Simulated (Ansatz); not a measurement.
Process, species as SMILES: CCS + H+ → [SH2+]CC (at S, the best of the heteroatom sites tried; carbon was not tried)

Property: proton affinity (enthalpy at 298 K), in kcal/mol. Positive where the reaction releases energy. Set-up: 6-311+G** with 5d, 6d on Na to Ar in Ansatz (a first-principles code); no dispersion term unless named; 6-31G* and kin with 6d, 5d where marked; non-relativistic; valence correlation only; no spin-orbit coupling. CBS marks a two-point X^-3 extrapolation of the correlation energy; Hartree-Fock from the larger set. [CCSD(T)-MP2]/basis is that difference in the basis named. First-principles rows: single points at B3LYP-D3(BJ) geometries (Ansatz), with unscaled harmonic terms from B3LYP/6-31G* at its own minima.

Coupled cluster (Ansatz) is a level with limits of its own, used here on species with T1 under 0.025 (0.045 for open shells) and stable references: RI-MP2/CBS(cc-pV(T+d)Z,cc-pV(Q+d)Z)+[CCSD(T)-MP2]/cc-pV(T+d)Z.

Value to compare with, RI-MP2/CBS(cc-pV(T+d)Z,cc-pV(Q+d)Z)+[CCSD(T)-MP2]/cc-pV(T+d)Z (Ansatz): 189.4 kcal/mol.

| level | program | proton affinity (enthalpy at 298 K) (kcal/mol) | difference |
|---|---|---|---|
| HF/STO-3G | Ansatz | 236.1 | 46.7 |
| PBE/STO-3G | Ansatz | 238.3 | 48.9 |
| PBE/3-21G | Ansatz | 179.4 | -10.0 |
| B3LYP/3-21G | Ansatz | 178.4 | -11.0 |
| B3LYP/6-31G | Ansatz | 178.7 | -10.7 |
| B3LYP/6-31G* | Ansatz | 188.6 | -0.8 |
| B3LYP/6-311+G** | Ansatz | 188.9 | -0.5 |
| MP2/3-21G | Ansatz | 175.3 | -14.1 |
| MP2/6-311+G** | Ansatz | 190.1 | 0.7 |
| r2SCAN-D4/def2-TZVPD | Ansatz + dftd4 | 191.3 | 1.9 |
| wB97X-V/def2-TZVPD | Ansatz | 190.9 | 1.5 |

Among the 9 habitual levels, PBE/STO-3G lies farthest from RI-MP2/CBS(cc-pV(T+d)Z,cc-pV(Q+d)Z)+[CCSD(T)-MP2]/cc-pV(T+d)Z (Ansatz) (48.9 kcal/mol); 3 of 9 lie above it, and their mean absolute difference is 15.9 kcal/mol, the median 10.7. One case shows no general order.

The levels are drawn from those run, B3LYP/6-31G* more often than the rest, none by its result; runs whose electronic state is in doubt are left out.
